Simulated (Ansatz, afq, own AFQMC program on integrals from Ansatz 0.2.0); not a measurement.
## SiH4O, singlet in cc-pVTZ, levels against CCSDT(Q)

```xyz
6

O    -1.7597    0.0172    0.0000
H    -2.0090    0.9438    0.0000
H    -0.8001    0.0172    0.0000
Si    0.9883    0.0172    0.0000
H     1.6005   -0.8571    1.0900
H     1.6005   -0.8571   -1.0900
```

Connectivity, by distances: OH2 ··· SiH2.

Basis cc-pVTZ. Only valence electrons are correlated. AFQMC by an in-house program on the Cholesky factors that Ansatz 0.2.0 writes for its CCSD(T) run. ph-AFQMC/CISD is guided by a CISD state made of CCSD amplitudes; releasing the constraint for a short imaginary time cuts its bias at the price of noise, slowly where states lie close. Error bars are statistical, one sigma.

Determinant: RHF, the one that the program's search chose, which needn't be the lowest solution. The geometry is a point of a scan.

No full CI on the walks' own integrals is used here; CCSDT(Q) serves as the reference and is uncertain by about the last step of the cluster series.

Cautions: higher spins were not checked; restricted determinant unstable towards unrestricted (UHF 115 meV lower, ⟨S²⟩ 0.42); the released energies move by 1.5 errors or more from one time to the next, so no released level is given (meV from the phaseless value at times in 1/Eh: -4 ± 7 at 0.24, -18 ± 7 at 0.51, -18 ± 8 at 0.99, -34 ± 9 at 1.62, -22 ± 17 at 2.40), though the last usable value meets CCSDT(Q) within the noise.

- T1 diagnostic: 0.0128
- weight of the determinant in the CISD state: 0.853
- size of the correlated space: 14 electrons in 114 orbitals

Reference: CCSDT(Q), correlation energy -11.685 eV.

```tsv
level	E − E(reference) (kJ/mol)	share of correlation (%)
HF	1127.4	0.00
MP2	118.5	89.49
CCSD	40.8	96.38
CCSD(T)	4.4	99.61
CCSDT	2.0	99.83
ph-AFQMC/CISD	2.5 ± 0.7	99.78
```

A walk keeps the symmetry of its determinant, which the program's search chose and which needn't be the lowest solution, so a lower state of the same spin and another symmetry isn't excluded.
